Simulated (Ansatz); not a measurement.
Ansatz results at the PBE0-D4/def2-TZVP geometry: HOMO–LUMO gap (ωB97M-V/def2-TZVPP) 12.16 eV; size of the dipole moment (B3LYP/def2-TZVPP) 0.38 D; HOMO–LUMO gap (PBE0/def2-TZVPP) 7.83 eV.

Problem. Which molecule gave them?
A. `C#CS(C)(=O)=O`
B. `CCCC(=O)O`
C. `C/C=C/C(C)C`
D. `C=CC(C)(C)C`

Solution. D. The others give `C#CS(C)(=O)=O`: 12.21, 4.41, 7.79; `CCCC(=O)O`: 12.63, 1.91, 8.17; `C/C=C/C(C)C`: 11.69, 0.07, 7.58.

B3LYP here is the variant with VWN-RPA as its local correlation; programs differ in this.
